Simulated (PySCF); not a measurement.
**LiSi, CCSD(T): how much the basis matters**

PySCF, UHF reference; quartet, unpaired electrons σ ↑, π ↑↑; De to Li + Si without counterpoise correction. Frozen cores follow the default of each basis and core potential.

```
        basis     relativity  functions  Re (Å)  ωe (cm⁻¹)  De (eV)  frozen orbitals
       STO-3G  no relativity         14   2.108        701     2.96                5
   x2c-SVPall  spin-free X2C         27   2.376        451     1.53                5
    def2-SVPD  no relativity         36   2.395        442     1.68                5
jorge-DZP-DKH  spin-free X2C         39   2.408        445     1.66                5
   def2-TZVPP  no relativity         61   2.378        455     1.76                5
```

Problem. How does each smaller set differ from the one with most functions, def2-TZVPP?

Solution. STO-3G: -27.0 pm, +54.1 % in ωe, +1.20 eV in De; x2c-SVPall: -0.2 pm, -0.9 % in ωe, -0.23 eV in De; def2-SVPD: +1.7 pm, -2.9 % in ωe, -0.08 eV in De; jorge-DZP-DKH: +3.0 pm, -2.2 % in ωe, -0.10 eV in De. All at CCSD(T); the set with most functions is neither the basis-set limit nor always the best. The rows treat relativity differently, so the differences are not basis effects alone.

Correlated steps freeze 5 core orbitals. Correlated levels converge slowly with the basis: in double zeta they bind strong bonds too weakly, by up to about 1 eV, and carry superposition errors of some tenths. STO-3G is very small, so such numbers show the basis as much as the molecule. The state was picked by a PBE0 search and need not be the measured ground state.
